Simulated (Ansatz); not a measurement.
HOF, singlet: CASSCF and its corrections

Program: Ansatz, Gaussian basis, development build. Basis cc-pVTZ, nonrelativistic, no frozen core. State-specific CASSCF; RHF is the lowest restricted (open-shell) Hartree–Fock solution met. A star marks a space from which the shells under the valence were barred; without it they can enter the space, which moves the corrections. No symmetry is imposed, so a solution can break that of the shape. Lower solutions, or ones in other orbitals, may exist.

Geometry:

```xyz
3

O     0.0000    0.0000    0.0000
H     0.0000    0.7224    0.6414
F     0.0000   -1.0783    0.9574
```

Task: What do CASSCF and its corrections give against RHF in CAS(10,7)*, and what are the occupations?

Result: CASSCF -2.420 eV, SC-NEVPT2 -14.218 eV; occupations 2.00, 2.00, 2.00, 1.98, 1.91, 0.10, 0.02.
